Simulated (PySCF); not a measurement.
# Where the electron goes

3-butynoic acid, C4H4O2.
Geometry (PBE0-D3(BJ)/def2-SVP, Å), atoms numbered from 1 in this order:
```xyz
10
C4H4O2 angstrom
C      2.1506   -0.4830    0.8562
C      1.2326    0.0522    0.2785
C      0.1461    0.7030   -0.4352
C     -1.1797   -0.0348   -0.4591
O     -1.9692    0.0493   -1.3595
O     -1.3966   -0.7481    0.6455
H      2.9618   -0.9602    1.3740
H      0.4166    0.8976   -1.4835
H     -0.0591    1.6901    0.0177
H     -2.2703   -1.1568    0.5429
```

The calculation used TDDFT B3LYP/def2-SVPD, vertical, gas phase, core orbitals frozen in the response in PySCF.

Kohn–Sham orbitals with the atoms that hold most of them (Löwdin shares over 4%, at most four atoms; ? is withheld):

| orbital | ε (eV) | atoms |
| --- | --- | --- |
| HOMO-3 | -9.49 | O5 44%, O6 40%, C4 12% |
| HOMO-2 | -8.66 | O5 50%, C2 15%, C1 12%, O6 8% |
| HOMO-1 | -7.86 | ? |
| HOMO | -7.68 | C1 31%, C2 28%, O5 21%, C3 6% |
| LUMO | ? | ? |
| LUMO+1 | 0.00 | O6 29%, C4 17%, H10 17%, O5 10% |
| LUMO+2 | 0.45 | C1 27%, C2 27%, C3 10%, H7 10% |

**Question.** Give the leading atoms of the HOMO-1.

**Answer.** C1 (bonded to C and H) 42%; C2 (bonded to 2 C) 40%; C3 (bonded to 2 C and 2 H) 7%; H7 (bonded to C) 4%. By element: carbon 90% or more, hydrogen 4% or more.

**Question.** Which atoms hold the LUMO, and with what shares?

**Answer.** C4 (bonded to C and 2 O) 37%; O5 (bonded to C) 26%; O6 (bonded to C and H) 13%; C3 (bonded to 2 C and 2 H) 10%. By element: carbon 46% or more, oxygen 39%.

**Question.** What is the LUMO energy, and the HOMO–LUMO gap?

**Answer.** ε(LUMO) = -0.56 eV; the gap is 7.12 eV (0.2617 hartree).

**Question.** How does S1 compare with the orbital gap of 7.12 eV?

**Answer.** S1 is at 5.71 eV (f = 0.0016), 1.41 eV below the gap, made of HOMO→LUMO (75%), HOMO-2→LUMO (21%). Without the coupling terms of the response equations the lowest excitation would equal the gap.

**Question.** One configuration dominates each of S1, S2 and S8. Which, and how do the shares of the two leading atoms of either orbital change from the occupied to the empty one?

**Answer.** 
- S1 (5.71 eV, f 0.0016), HOMO→LUMO (75%): C1 31% → at most 10%, C2 28% → at most 10%, C4 at most 7% → 37%, O5 21% → 26%
- S2 (6.30 eV, f 0.0032), HOMO-1→LUMO (78%): C1 42% → at most 10%, C2 40% → at most 10%, C4 at most 5% → 37%, O5 at most 5% → 26%
- S8 (7.09 eV, f 0.0074), HOMO-1→LUMO+1 (94%): C1 42% → at most 10%, C2 40% → at most 10%, O6 at most 5% → 29%, C4 at most 5% → 17%

One conformer stands for the species.
